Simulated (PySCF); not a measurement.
# C5H12S (3-Methyl-1-butanethiol) at 5 levels

Wanted: a comparison of 5 runs (BLYP/6-31G*, PBE/6-31G*, SVWN5/6-31G*, revPBE/6-31G*, CCSD(T)/6-31G*) of C5H12S (3-Methyl-1-butanethiol). 

Program for the calculation: PySCF 2.14.0.

### 1 Starting point

The species is C5H12S (18 atoms), meant as a singlet with charge 0. SMILES: `CC(C)CCS`. The C5–H17 distance was set to 1.633 Å, away from the relaxed value. At this shape a bond of the SMILES string is far longer than usual.

Bond lengths: C1–C2 1.527 Å, C2–C3 1.527 Å, C2–C4 1.533 Å, C4–C5 1.521 Å, C5–S6 1.828 Å, C1–H7 1.087 Å, C1–H8 1.088 Å, C1–H9 1.088 Å, C2–H10 1.095 Å, C3–H11 1.087 Å, C3–H12 1.087 Å, C3–H13 1.089 Å, C4–H14 1.094 Å, C4–H15 1.094 Å, C5–H16 1.091 Å, S6–H18 1.332 Å. Some angles: C1–C2–C3 110.0°, C1–C2–C4 109.7°, C3–C2–C4 111.7°, C2–C4–C5 114.2°, C4–C5–S6 113.1°, C1–C2–H10 108.6°, C3–C2–H10 108.6°, C4–C2–H10 108.3°, C2–C1–H7 110.4°, C2–C1–H8 110.4°. A long bond or contact: C5–H17 1.633 Å.

### 2 A single-point energy at BLYP/6-31G(d) (spherical functions) (run 1)

mol.xyz reads:

```xyz
18
C5H12S
C      0.990376    -0.351325     2.025986
C      0.235616     0.142485     0.793556
C     -0.894804    -0.824945     0.452046
C      1.210996     0.310625    -0.376864
C      0.622946     1.028975    -1.581964
S      0.071986     2.730935    -1.204554
H      0.312506    -0.456455     2.869636
H      1.444866    -1.320355     1.828666
H      1.776706     0.346635     2.305366
H     -0.200024     1.121585     1.020456
H     -1.544574    -0.959635     1.313556
H     -1.502094    -0.449905    -0.367494
H     -0.492864    -1.796585     0.170576
H      1.554686    -0.674315    -0.705204
H      2.086246     0.867975    -0.030564
H      1.351916     1.093505    -2.390534
H     -0.713790     0.276080    -2.140530
H      1.264446     3.181295    -0.816794
```

calc.py reads:

```python
from pyscf import gto, dft

mol = gto.M(
    atom='mol.xyz',
    basis='6-31g*',
    max_memory=1860,
    spin=0,
    verbose=4,
)

mf = dft.RKS(mol, xc='blyp')
mf.conv_tol = 1e-10
mf.grids.level = 5
mf.kernel()
if not mf.converged:
    mf = mf.newton().run(mf.mo_coeff, mf.mo_occ)

etot = mf.e_tot
print('E = %.10f Eh' % etot)
```

Command:

```sh
$ OMP_NUM_THREADS=1 python calc.py
```

Standard output:

```text
PySCF version 2.14.0

[... 90 lines left out ...]
converged SCF energy = -595.705869926353
E = -595.7058699264 Eh
```

Run time: 50 s. Hardware: 1 thread of Intel Xeon at 2.70GHz, shared host; peak memory 0.63 GiB.

### 3 The energy at PBE/6-31G(d) (spherical functions) (run 2)

run.py reads:

```python
from pyscf import gto, dft

mol = gto.Mole()
mol.atom = '''
C      1.871539    -0.663908     3.828559
C      0.445250     0.269258     1.499604
C     -1.690934    -1.558920     0.854243
C      2.288451     0.586996    -0.712170
C      1.177197     1.944481    -2.989479
S      0.136034     5.160719    -2.276277
H      0.590551    -0.862575     5.422826
H      2.730401    -2.495109     3.455678
H      3.357488     0.655045     4.356510
H     -0.377991     2.119488     1.928382
H     -2.918822    -1.813447     2.482261
H     -2.838546    -0.850197    -0.694463
H     -0.931378    -3.395054     0.322342
H      2.937931    -1.274271    -1.332642
H      3.942434     1.640235    -0.057758
H      2.554751     2.066425    -4.517455
H     -1.348868     0.521716    -4.045015
H      2.389457     6.011776    -1.543517
'''
mol.verbose = 3
mol.max_memory = 1860
mol.unit = 'bohr'
mol.spin = 0
mol.basis = '6-31g*'
mol.build()

mf = dft.RKS(mol)
mf.xc = 'pbe'
mf.grids.level = 5
mf.conv_tol = 1e-10
mf.kernel()
if not mf.converged:
    mf = mf.newton().run(mf.mo_coeff, mf.mo_occ)

etot = mf.e_tot
print(f'total energy: {etot:.8f} hartree')
```

Command:

```sh
$ OMP_NUM_THREADS=1 python run.py
```

Standard output:

```text
converged SCF energy = -595.389784247728
total energy: -595.38978425 hartree
```

Wall time 51 s (1 thread of Intel Xeon at 2.70GHz, shared host); peak memory 0.63 GiB.

Runs 3 to 4 aren't shown in full; the table further down has their settings and results.

### 4 A single-point energy at CCSD(T)/6-31G(d) (spherical functions) (run 5)

geometry.xyz reads:

```xyz
18

C      0.990376    -0.351325     2.025986
C      0.235616     0.142485     0.793556
C     -0.894804    -0.824945     0.452046
C      1.210996     0.310625    -0.376864
C      0.622946     1.028975    -1.581964
S      0.071986     2.730935    -1.204554
H      0.312506    -0.456455     2.869636
H      1.444866    -1.320355     1.828666
H      1.776706     0.346635     2.305366
H     -0.200024     1.121585     1.020456
H     -1.544574    -0.959635     1.313556
H     -1.502094    -0.449905    -0.367494
H     -0.492864    -1.796585     0.170576
H      1.554686    -0.674315    -0.705204
H      2.086246     0.867975    -0.030564
H      1.351916     1.093505    -2.390534
H     -0.713790     0.276080    -2.140530
H      1.264446     3.181295    -0.816794
```

run.py reads:

```python
from pyscf import gto, cc

mol = gto.Mole()
mol.atom = 'geometry.xyz'
mol.basis = '6-31g*'
mol.charge = 0
mol.verbose = 3
mol.max_memory = 1860
mol.spin = 0
mol.build()

hf = mol.RHF()
hf.conv_tol = 1e-10
hf.kernel()
if not hf.converged:
    hf = hf.newton().run(hf.mo_coeff, hf.mo_occ)

mycc = cc.CCSD(hf, frozen=10)
mycc.kernel()
e_t = mycc.ccsd_t()
e_final = mycc.e_tot + e_t
print(f'total energy: {e_final:.8f} hartree')
```

Command:

```sh
$ OMP_NUM_THREADS=1 python run.py
```

Standard output:

```text
converged SCF energy = -593.747610012257
E(CCSD) = -594.6151057200611  E_corr = -0.8674957078037338
CCSD(T) correction = -0.0270674538339612
total energy: -594.64217317 hartree
```

It took 2.3 min on 1 thread of Intel Xeon at 2.70GHz, shared host; peak memory 1 GiB.

### 5 The series

```csv
run,level,integration grid,frozen core orbitals,energy (Eh),dipole moment (D) of the reference,HOMO energy (eV),LUMO energy (eV),wall time
1,BLYP/6-31G* (spherical functions),5,–,-595.705870,1.85,-5.20,-1.03,50 s
2,PBE/6-31G* (spherical functions),5,–,-595.389784,1.90,-5.37,-1.13,51 s
3,SVWN5/6-31G* (spherical functions),5,–,-592.587416,1.92,-5.43,-1.23,32 s
4,revPBE/6-31G* (spherical functions),5,–,-595.712440,1.91,-5.34,-1.08,51 s
5,CCSD(T)/6-31G* (spherical functions),–,10,-594.642173,1.93,-9.69,3.77,2.3 min
```

### 6 Outcome

| quantity | value |
| --- | --- |
| run 5: total energy | -594.64217 Eh |
| run 5: dipole moment (Hartree–Fock density) | 1.93 D |
| run 5: HOMO energy (Hartree–Fock orbitals) | -9.69 eV |
| run 5: LUMO energy (Hartree–Fock orbitals) | 3.77 eV |
| run 5: HOMO–LUMO gap (Hartree–Fock orbitals) | 13.45 eV |
| run 5: correlation energy (10 core orbitals frozen) | -894.6 mEh |
| run 5: (T) correction | -27.07 mEh |
| run 5: T1 diagnostic | 0.010 |

Over runs 1, 2, 3, 4 the dipole moment (its size) runs from 1.85 D (BLYP/6-31G*) to 1.92 D (SVWN5/6-31G*). Over runs 1, 2, 3, 4 the HOMO–LUMO gap runs from 4.16 eV (BLYP/6-31G*) to 4.26 eV (revPBE/6-31G*). Totals of different functionals can't be ranked against each other. All runs together took 5.3 min, the longest 2.3 min.
